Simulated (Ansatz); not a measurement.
Geometry optimisation, Ansatz 0.2.0, RKS BLYP/6-31G*.

The input (input.yaml):

```yaml
crystal:
  periodic: [false, false, false]
  atoms:
    - { symbol: Al, position_ang: [-0.046757, 0.42746, -0.567557] }
    - { symbol: "N", position_ang: [-0.032607, 0.13038, 2.51951] }
    - { symbol: H, position_ang: [-0.848672, -0.042404, 3.117427] }
    - { symbol: H, position_ang: [0.798888, 0.136734, 3.121092] }
    - { symbol: H, position_ang: [1.388549, -0.035097, -1.098872] }
    - { symbol: H, position_ang: [-1.379575, -0.288535, -1.084234] }
    - { symbol: H, position_ang: [-0.161274, 1.707058, 0.345168] }
    - { symbol: H, position_ang: [-0.133752, 1.087604, 2.113865] }
basis:
  gaussian: { orbitals: "6-31G*" }
hamiltonian:
  xc: blyp
relax:
  f_tol: 0.03
  max_steps: 50
output:
  orbitals: {}
```

Launched with:

```bash
$ ansatz run input.yaml --threads 1 --pin off --max-ram 2048MiB --backend cpu --events-out ev --progress --plain --runs-dir out
```

Where does it end, and by what steps?

The run converged. The force dipped under the threshold on the way, but the program's further checks kept it going. After 15 steps the energy has fallen by 1.023 eV; H3 moved furthest, 1.17 Å. Joined: Al1–N2 (3.10 → 2.11 Å).

```csv
step,energy less start (eV),largest force component (eV/Å),accepted
0,0.0000,0.735,yes
1,-0.1903,1.182,yes
2,-0.4442,1.974,yes
3,-0.7942,0.978,yes
4,-0.9703,0.198,yes
5,-0.9955,0.269,yes
6,-1.0073,0.055,yes
7,-0.9666,1.002,no
8,-1.0127,0.040,yes
9,-1.0144,0.264,yes
10,-1.0178,0.071,yes
11,-1.0207,0.007,yes
12,-0.9956,0.754,no
13,-1.0219,0.058,yes
14,-1.0220,0.084,yes
15,-1.0225,0.001,yes
```

```xyz
8
Properties=species:S:1:pos:R:3
Al -0.053 0.495 -0.036
N -0.051 0.294 2.064
H -0.241 -0.675 2.350
H 0.857 0.561 2.467
H 1.163 -0.503 -0.391
H -1.551 -0.017 -0.344
H 0.229 2.079 -0.144
H -0.768 0.889 2.501
```

Time of the run: 17 s on 1 thread of Arm Neoverse V2, on a shared host, peak memory 0.1 GiB.
